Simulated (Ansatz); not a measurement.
**Basis-set limit of NH3, triplet**

```xyz
4

H    -1.8409    0.0594    0.0000
H    -1.0959    0.0594    0.0000
N     0.1791    0.0594    0.0000
H     0.4482   -0.9448    0.0000
```

Ansatz 0.2.0, UHF determinant, valence electrons correlated. Energies in eV.

| set | X | functions | Hartree–Fock | MP2 correlation | CCSD(T) correlation | time |
| --- | --- | --- | --- | --- | --- | --- |
| def2-TZVPP | 3 | 73 | -1525.5124 | -5.0283 | -5.8873 | 4 s on 1 × NVIDIA H100 80GB HBM3 with 1 thread of AMD EPYC 7R13 Processor (Zen 3) (shared host) |
| def2-QZVPP | 4 | 147 | -1525.5947 | -5.3977 | -6.2204 | 5.5 s on 1 × NVIDIA H100 80GB HBM3 with 1 thread of AMD EPYC 7R13 Processor (Zen 3), with other jobs on the host |

Hartree–Fock is taken to follow E(X) = E∞ + A·exp(−7.88·√X), correlation E(X) = E∞ + B·X^−2.97.

Cautions: lower spins were not checked.

Q: Work out the CCSD(T) energy at the limit, and how far the shortcut misses it that extrapolates MP2 and adds CCSD(T) minus MP2 from the smaller set.

A: Hartree–Fock: E∞ = E4 + 0.1377·(E4 − E3) = -1525.6060. Correlation: E∞ = E4 + 0.7407·(E4 − E3) = -6.4671 for CCSD(T) and -5.6712 for MP2. The limit is -1532.0731 eV, 0.258 eV below def2-QZVPP. The shortcut gives a correlation energy of -5.6712 + (-0.8590) = -6.5302, 63 meV lower than the direct value.
